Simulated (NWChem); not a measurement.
Species: SiH3 cation

```xyz
4

Si     0.0000     0.0000     0.0000
H      1.1933    -0.8948     0.0000
H     -1.3716    -0.5861     0.0000
H      0.1782     1.4809     0.0000
```
Atoms are numbered in this order, from 1.

Results from NWChem. Geometry optimised at PBE-D3(BJ)/def2-SVP; all other runs use it. Pople sets run with spherical d functions.

```
quantity                                                                level   value
-----------------------------------------------------  ----------------------  ------
first state with f > 0.002 (eV), Si K edge, unshifted       PBE/6-311G**, TDA  1777.8
highest occupied level (eV)                                     PBE0/def2-SVP     [?]
vertical, lowest excitation, singlet (eV)              LRC-wPBEh/6-31+G*, TDA    5.57
isotropic polarisability (bohr³), static                     PBE0/Sadlej pVTZ     [?]
charge (e), Mulliken Si1                                       B3LYP/def2-SVP     [?]
highest harmonic frequency (cm⁻¹)                         PBE-D3(BJ)/def2-SVP    2284
```

Problem. Fill in the missing entries.

Solution. 
- highest occupied level (eV), value: -17.62
- isotropic polarisability (bohr³), static, value: 21.1
- charge (e), Mulliken Si1, value: 0.76
